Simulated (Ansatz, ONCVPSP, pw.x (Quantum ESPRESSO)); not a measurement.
# From atom to crystal: ONCV potential for Ba

* Element: Ba
* Generator: ONCVPSP 4.0.1
* Type: optimised norm-conserving Vanderbilt (ONCV)
* Functional: PBE
* Relativity: scalar-relativistic
* Frozen core: [Kr] 4d10
* Valence charge: 10
* Reference configuration: 5s2 5p6 6s2
* Partial waves: 5s+6s: rc 2.60 bohr, ncon 4, nbas 9, qcut 3.6 1/bohr, 2 projectors; 5p: rc 3.05 bohr, ncon 4, nbas 8, qcut 4.6 1/bohr, 2 projectors, debl 0.6 Ha; d scattering state at 0.04 Ha: rc 3.05 bohr, ncon 4, nbas 9, qcut 3.2 1/bohr, 1 projector
* Local potential: polynomial inside 2.50 bohr (lpopt 5, dvloc0 2 Ha)
* Core correction: Teter function, fcfact 2, rcfact 1.5

In the p channel the program set the typed energies aside and used -0.689, 0.250 Ha. In the d channel the program set the typed energies aside and used 0.050 Ha.

Atomic tests: cutoffs needed: 5.0 Ha and 8.5 Ha (the cutoffs (Ha) at which the residual kinetic energy of the hardest occupied pseudo-wave falls to 1 and 0.1 mHa per electron); ghost test: no bound ghost flagged; no localised positive-energy state flagged; largest excitation error: -181 meV (all-electron minus pseudo) for 5s1 5p6 6s2, out of 4 test configurations.

Crystal test: bcc Ba in pw.x 7.5, no spin, 9³ k-points, Fermi–Dirac smearing 0.01 Ry, cutoffs 50/200 Ry. The reference is all-electron LAPW (Ansatz 0.2.0) with the same functional, mesh and smearing; V0 and B0 come from Birch–Murnaghan fits to the pressures at five volumes. Errors are pseudo minus all-electron; Δ is the rms difference of the E(V) curves that follow from these fits, minima aligned, over ±6 % about the mean V0. Mesh and smearing are coarse, so the numbers serve the comparison and aren't converged zero-temperature values; the lattice is a test structure that the element need not adopt.

```tsv
V (Å³/atom)	P all-electron (GPa)	P pseudo (GPa)
60.428	0.47	0.57
62.018	0.23	0.31
63.608	0.01	0.08
65.198	-0.19	-0.13
66.788	-0.38	-0.32
```

All-electron: a0 = 5.031 Å (V0 = 63.67 Å³/atom), B0 = 8.4 GPa.

Pseudopotential: mean pressure error (GPa): +0.07; a0 (Å): 5.045; a0 error (%): +0.28; B0 error (%): +1.8; Δ (meV/atom): 1.0.

Question: At the middle volume, how do free energy and pressure move when the wave cutoff is lowered (ecutrho kept at four times it)?

Answer:

```tsv
cutoff (Ry)	shift of F (meV/atom)	shift of P (GPa)
22	+3.6	-0.00
30	+2.0	-0.01
40	+1.1	-0.01
```

Input at the middle volume:

```
&control
  calculation='scf', prefix='x', pseudo_dir='./', outdir='./tmp', tstress=.true., disk_io='none'
/
&system
  ibrav=0, nat=1, ntyp=1, ecutwfc=50, ecutrho=200, nbnd=12,
  occupations='smearing', smearing='fd', degauss=0.01
/
&electrons
  conv_thr=1e-09, mixing_beta=0.4, electron_maxstep=70
/
ATOMIC_SPECIES
Ba 1.0 Ba.UPF
CELL_PARAMETERS angstrom
  -2.51468688 2.51468688 2.51468688
  2.51468688 -2.51468688 2.51468688
  2.51468688 2.51468688 -2.51468688
ATOMIC_POSITIONS crystal
Ba 0.0000 0.0000 0.0000
K_POINTS automatic
9 9 9 0 0 0
```

```bash
pw.x < Ba.scf.in > Ba.scf.out
```

Lines of the output:

```
Message from routine setup:
     using ibrav=0 with symmetry is DISCOURAGED, use correct ibrav instead
     lattice parameter (alat)  =       8.2308  a.u.
     unit-cell volume          =     429.2481 (a.u.)^3
     number of electrons       =        10.00
     number of Kohn-Sham states=           12
     kinetic-energy cutoff     =      50.0000  Ry
     charge density cutoff     =     200.0000  Ry
     scf convergence threshold =      1.0E-09
     Exchange-correlation= PBE
     number of k points=    35  Fermi-Dirac smearing, width (Ry)=  0.0100
     iteration #  1     ecut=    50.00 Ry     beta= 0.40
     total energy              =     -54.70684757 Ry
     estimated scf accuracy    <       0.00125154 Ry
     iteration #  2     ecut=    50.00 Ry     beta= 0.40
     total energy              =     -54.70697497 Ry
     estimated scf accuracy    <       0.00037745 Ry
     iteration #  3     ecut=    50.00 Ry     beta= 0.40
     total energy              =     -54.70701691 Ry
     estimated scf accuracy    <       0.00002178 Ry
     iteration #  4     ecut=    50.00 Ry     beta= 0.40
     total energy              =     -54.70701962 Ry
     estimated scf accuracy    <       0.00000049 Ry
     iteration #  5     ecut=    50.00 Ry     beta= 0.40
     total energy              =     -54.70701964 Ry
     estimated scf accuracy    <       0.00000011 Ry
     iteration #  6     ecut=    50.00 Ry     beta= 0.40
     the Fermi energy is     5.6747 ev
!    total energy              =     -54.70701966 Ry
     estimated scf accuracy    <          9.5E-11 Ry
     smearing contrib. (-TS)   =      -0.00657935 Ry
     The total energy is F=E-TS. E is the sum of the following terms:
     one-electron contribution =     -14.85222260 Ry
     hartree contribution      =       9.37642117 Ry
     xc contribution           =     -10.93360106 Ry
     ewald contribution        =     -38.29103783 Ry
     convergence has been achieved in   6 iterations
          total   stress  (Ry/bohr**3)                   (kbar)     P=        0.80
     Message from routine punch:
     Nothing written, as per user request (disk_io='none')
```

The run at the middle volume (35 k-points, 6 iterations) took about 13 s on one core of a shared host (Intel(R) Xeon(R) Platinum 8375C CPU @ 2.90GHz, 64 threads, 248 GiB, load 34).
